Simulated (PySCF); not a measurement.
Gas-phase reaction: 2 AlCl₃ → 2 Al + 3 Cl₂

Method: PySCF energies plus ideal-gas RRHO corrections (1 bar). Table values come from the NASA 1993 polynomials. † marks an energy on the PBE0/def2-TZVP geometry and frequencies; other levels use their own. MP2 and CCSD(T) freeze the core. 6-31G* has spherical d functions here. Open shells (unrestricted): Al (multiplicity 2); the rest are closed-shell singlets. Spin-orbit splitting is ignored; it lowers the true energy and changes the entropy of Al. B3LYP is the form with VWN-RPA correlation. MP2 isn't extrapolated to the basis-set limit. CCSD(T) isn't extrapolated to the basis-set limit. The table's entry may be an old estimate for AlCl₃ (not checked at source).

```csv
level,"ΔH°(298 K), kJ"
table,1828.6
B3LYP/def2-TZVP†,1768.0
BLYP/def2-TZVP†,[?]
CCSD(T)/def2-TZVPP†,1834.2
HF/6-31G*,1833.6
HF/def2-TZVP†,1800.6
M06-2X/def2-TZVP†,1852.4
MP2/def2-SVP†,1960.1
PBE/def2-TZVP†,1739.5
PBE0/def2-SVP†,[?]
r2SCAN/def2-TZVP†,[?]
ωB97M-V/def2-TZVP†,[?]
```

Problem. Fill in the missing entries.

Solution. 
- BLYP/def2-TZVP†, ΔH°(298 K), kJ: 1699.4
- PBE0/def2-SVP†, ΔH°(298 K), kJ: 1880.4
- r2SCAN/def2-TZVP†, ΔH°(298 K), kJ: 1879.9
- ωB97M-V/def2-TZVP†, ΔH°(298 K), kJ: 1844.3
